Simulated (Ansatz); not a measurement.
## H3Si–C, doublet: reading a ladder of total energies

Geometry: displaced at random from a stationary point.

```xyz
5

Si    0.0479    0.0024    0.4908
C    -0.0905    0.0108   -1.3871
H     0.5928   -1.2381    1.0713
H     0.6761    1.1394    1.0895
H    -1.5256   -0.0959    0.6920
```

Basis cc-pVDZ; Ansatz 0.2.0. Only valence electrons are correlated (noble-gas cores frozen), which leaves 11 electrons in 41 orbitals. Prefix R: restricted or restricted open-shell reference; prefix U: unrestricted.

Full CI isn't at hand for all of this; UCCSDT(Q) serves as the reference, and is uncertain by about the last step of the cluster series.

Unrestricted rows (U) aren't spin-pure: their determinants' ⟨S²⟩ exceeds S(S+1) by up to 0.60, so they mix in states of higher spin.

Runs differ by some tens of microhartree through their thresholds and, for an open shell, their frozen cores, so steps under 0.03 kcal/mol mean nothing.

| level | total energy (hartree) |
| --- | --- |
| UHF | -328.366799 |
| UMP2 | -328.532397 |
| UCCSD | -328.581516 |
| UCCSD(T) | -328.587435 |
| UCCSDT | -328.589142 |
| UCCSDT(Q) | -328.589570 |

What is the correlation energy at UCCSDT(Q), and what share of it do UMP2 and UCCSD(T) recover?

E(corr) = -328.589570 − (-328.366799) = -0.222771 hartree = -6.062 eV. UMP2: -0.165598 / -0.222771 = 74.34 %. UCCSD(T): -0.220636 / -0.222771 = 99.04 %.

By how many kcal/mol does UCCSD(T) miss UCCSDT(Q) (1 hartree = 627.509 kcal/mol), and which steps make up the rest?

-328.587435 − (-328.589570) = 0.002135 hartree = 1.34 kcal/mol. Steps: UCCSDT − UCCSD(T) = -1.07, UCCSDT(Q) − UCCSDT = -0.27 kcal/mol. Differences between like states or geometries often cancel part of this.
